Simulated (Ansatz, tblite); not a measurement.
# SiI2: removing an electron

One table from this session's results is given with a row withheld; the runs are named, their logs left out.

The runs use Ansatz 0.2.0, Gaussian basis; as each input shows.

Plan: charge +1 doublet, at the geometry of the singlet (PBE0-D4/def2-TZVP, PBE-D4/def2-TZVP, r2SCAN-D4/def2-TZVP, CCSD(T)/def2-TZVPP); the starting singlet's energies come from earlier runs.

1 further run of the same task is left out (set aside as unsound or not needed).

## The geometry

The geometry is that of the singlet, from an earlier relaxation (r2SCAN-D4/def2-TZVP).

3 atoms, charge 0, spin multiplicity 1.

Atoms are counted from 1 here; the program's logs count them from 0.

Bond lengths: Si1–I2 2.485 Å, Si1–I3 2.485 Å. Angles: I2–Si1–I3 103.3°.

I takes a core potential in the def2 sets. No spin-orbit coupling is included.

The first run:

in.yaml

```yaml
crystal:
  periodic: [false, false, false]
  atoms:
    - {symbol: Si, position_ang: [0.005119, -0.006925, -1.028344]}
    - {symbol: I, position_ang: [1.945418, -0.019893, 0.524108]}
    - {symbol: I, position_ang: [-1.950537, 0.026818, 0.504237]}
basis:
  gaussian: {orbitals: def2-SVP}
total_charge: 1
magnetization: {spin_polarized: true, initial_magnetization: 1}
hamiltonian: {xc: pbe0, dispersion: d4}
output: {orbitals: {seedname: orbitals}}
```

Run with:

```bash
> ansatz run in.yaml --threads 4 --pin off --events-out ev --progress --plain --max-ram 3916MiB
```

Steps of the session up to this table: Charge +1 doublet at the fixed geometry, first pass, PBE0-D4/def2-SVP; Charge +1 doublet at the fixed geometry, PBE0-D4/def2-TZVP; Charge +1 doublet at the fixed geometry, PBE-D4/def2-TZVP; Charge +1 doublet at the fixed geometry, r2SCAN-D4/def2-TZVP; Charge +1 doublet at the fixed geometry, CCSD(T)/def2-TZVPP.

One of the session's tables, all rows but one given; the rest of the session is left out.

It belongs to the step «Vertical ionisation energy». 

```
             method  vertical ionisation energy (eV)
      HF/def2-TZVPP                                ?
   PBE-D4/def2-TZVP                             8.76
r2SCAN-D4/def2-TZVP                             8.84
  PBE0-D4/def2-TZVP                             8.95
     MP2/def2-TZVPP                             9.09
    CCSD/def2-TZVPP                             9.02
 CCSD(T)/def2-TZVPP                             8.99
```

Q: Estimate the row for HF/def2-TZVPP from the others.

The run gave: vertical ionisation energy (eV): 8.33. In the column «vertical ionisation energy (eV)» it is the lowest.

Limits of these values: The closed-shell reference under CCSD(T)/def2-TZVPP is unstable towards broken spin symmetry, which adds to the doubt on it.
